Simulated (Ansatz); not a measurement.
Ansatz (a quantum-chemistry and plane-wave program) input (CCSD(T)/aug-cc-pVDZ):

Ansatz 0.2 input:
```yaml
crystal:
  periodic: [false, false, false]
  atoms:
    - {symbol: C, position_ang: [0.00000000, 0.00000000, 0.00000000]}
    - {symbol: H, position_ang: [-0.91735784, -0.13145752, -0.63016769]}
    - {symbol: H, position_ang: [0.19015165, 1.06908770, -0.27718520]}
    - {symbol: H, position_ang: [-0.34859334, -0.62708691, 0.86091956]}
    - {symbol: H, position_ang: [1.07579953, -0.31054327, 0.04643333]}
basis:
  gaussian:
    orbitals: aug-cc-pVDZ
total_charge: 1
magnetization: {spin_polarized: true, initial_magnetization: 1}
correlation: {method: ccsd_t, electrons: outside_noble_gas}
output: {forces: true}
```

End of the output:

```
integrals: 0.04 GiB planned
572 factors; integrals over basis functions are off by at most 6.8e-4 eV
mean field: 0.10 GiB planned
mean field evaluation 1: about -1080.2857 eV, gradient 1.9e1 eV
mean field evaluation 2: about -1080.2857 eV, gradient 1.9e1 eV
mean field evaluation 4: about -1081.9678 eV, gradient 1.1e0 eV
mean field evaluation 8: about -1081.9834 eV, gradient 1.6e-3 eV
mean field evaluation 16: about -1081.9834 eV, gradient 1.9e-6 eV
mean field -1081.98341312 eV, -39.7621570375 hartree, gradient 1.9e-6 eV, S^2 0.757880; 0 other end points of the search recorded, 0 dependent functions left out
1 core orbitals not correlated
reference -1081.98341312 eV, -39.7621570375 hartree; 4, 3 occupied and 54, 55 virtual orbitals, 572 factors
densities: 0.25 GiB planned
second order -3.75757590 eV of doubles, -0.00000000 eV of singles
coupled cluster: 0.18 GiB planned
cycle   1  -4.24289711 eV  change   -4.9e-1 eV  update   4.2e-2
cycle   2  -4.40057030 eV  change   -1.6e-1 eV  update   1.5e-2
cycle   3  -4.40839400 eV  change   -7.8e-3 eV  update   3.7e-3
cycle   4  -4.40834916 eV  change    4.5e-5 eV  update   1.2e-3
cycle   5  -4.40817668 eV  change    1.7e-4 eV  update   4.4e-4
cycle   6  -4.40819849 eV  change   -2.2e-5 eV  update   1.4e-4
cycle   7  -4.40819761 eV  change    8.9e-7 eV  update   3.5e-5
cycle   8  -4.40819120 eV  change    6.4e-6 eV  update   9.3e-6
cycle   9  -4.40819092 eV  change    2.7e-7 eV  update   2.4e-6
cycle  10  -4.40819148 eV  change   -5.6e-7 eV  update   5.9e-7
perturbative correction -0.10178503 eV, -0.0037405310 hartree
the calculation of the forces begins
Total energy: -1086.49338964 eV, -39.9278956175 hartree
Atom 0 at     0.000000     0.000000     0.000000 Å, force    -0.000000     0.000000     0.000000 eV/Å
Atom 1 at    -0.917358    -0.131458    -0.630168 Å, force    -0.277061    -0.029464    -0.175064 eV/Å
Atom 2 at     0.190152     1.069088    -0.277185 Å, force     0.060197     0.309080    -0.095523 eV/Å
Atom 3 at    -0.348593    -0.627087     0.860920 Å, force    -0.100465    -0.196746     0.243878 eV/Å
Atom 4 at     1.075800    -0.310543     0.046433 Å, force     0.317329    -0.082870     0.026709 eV/Å
Dipole moment:    -0.000000     0.000000     0.000000 e Å
```
